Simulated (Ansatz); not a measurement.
C4H9Cl, SMILES `CC(C)CCl`, 14 atoms. Charge 0, multiplicity 1. All runs use 4 threads of an Intel Xeon on a shared host. Correlated methods freeze the cores.

Question: Give the basis size and wall time and peak host memory of each of these runs in Ansatz. RKS ωB97M-V/def2-QZVPP energy; RKS PBE0-D4/def2-TZVP frequencies; RKS PBE0-D4/def2-TZVP relaxation (5 steps); RKS PBE0-D4/def2-SVP energy; RKS PBE0-D4/def2-QZVPP energy; RHF-CCSD(T)/def2-TZVPP energy; RKS r2SCAN0-D4/def2-TZVPP energy; RKS r2SCAN-D4/def2-TZVPP energy and forces; RHF-CCSD(T)/def2-SVP energy; RHF-MP2/def2-QZVPP energy; RKS ωB97M-V/def2-SVP energy; RKS PBE0-D4/def2-TZVPP energy. (Best estimate.)

Answer: The calculation gave: Other jobs shared the machine, so times are rough.

```tsv
level	job	functions	wall time	peak host memory (GiB)
RKS PBE0-D4/def2-SVP	energy	119	1.8 s	0.53
RKS PBE0-D4/def2-TZVPP	energy	292	4.6 s	0.8
RKS ωB97M-V/def2-SVP	energy	119	6 s	0.53
RKS r2SCAN-D4/def2-TZVPP	energy and forces	292	6.5 s	0.45
RKS r2SCAN0-D4/def2-TZVPP	energy	292	7 s	0.83
RHF-CCSD(T)/def2-SVP	energy	119	8.5 s	0.7
RKS PBE0-D4/def2-QZVPP	energy	568	15 s	2.4
RKS ωB97M-V/def2-QZVPP	energy	568	28 s	2.7
RKS PBE0-D4/def2-TZVP	relaxation (5 steps)	215	30 s	0.61
RHF-MP2/def2-QZVPP	energy	568	47 s	4.9
RHF-CCSD(T)/def2-TZVPP	energy	292	4.3 min	9.2
RKS PBE0-D4/def2-TZVP	frequencies	215	5 min	0.62
```
